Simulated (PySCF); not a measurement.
## Mg2O, triplet: computed properties

Computed with UPBE0 in PySCF with O def2-TZVP, Mg def2-TZVP; no relativity; density-fitted integrals.

The structure is a minimum.

* Point group: D∞h
* Bond lengths: O–Mg 1.798 Å (×2)
* Bond angles: Mg–O–Mg 180.0°
* Enthalpy at 298.15 K above 0 K: 13.55 kJ/mol
* Rotational symmetry number: 2
* Spin squared ⟨S²⟩: 2.001
* Heat capacity Cp at 298.15 K: 52.9 J/(mol K)
* Rotational constants: 0.1087 cm⁻¹
* Principal polarisabilities: 112.5, 113.9, 113.9 bohr³
* Zero-point energy: 9.3 kJ/mol
* Principal quadrupole moments (Buckingham, traceless) about the centre of mass: -2.45, 1.23, 1.23 D Å
* Entropy at 298.15 K and 1 bar (electronic part: spin only): 272.4 J/(mol K)
* Lowest empty level (β): -2.37 eV
* Dipole moment: 0.00 D
* Highest occupied level (α): -4.69 eV
* Atomisation energy without zero-point energy: 531 kJ/mol

Harmonic modes (masses in u: O 15.995, Mg 23.985):
```
symmetry  ω (cm⁻¹)  IR (km/mol, summed over degenerate members)  μ (u)
      πu        75                                         20.2  17.45
     σg+       480                                          0.0  23.99
     σu+       926                                          315  17.45
```

In D∞h the vibrations span πu + σg+ + σu+. The σg+ mode carries no infrared intensity, as symmetry demands. With a centre of inversion only u modes can be infrared active and only g modes Raman active.

Charges (e):
| atom | Mulliken | Löwdin | polar tensor | spin (Mulliken) | Mayer order to O1 |
| --- | --- | --- | --- | --- | --- |
| O1 | -0.95 | -0.55 | -0.89 | 0.05 | – |
| Mg2,3 | 0.47 | 0.28 | 0.45 | 0.98 | 0.89 |

Mulliken populations on O1: s 3.87, p 5.08, d 0.00, f 0.00.

This need not be the most stable arrangement of these atoms.

The final relaxation and frequency run took about 29 core-seconds on a shared host.
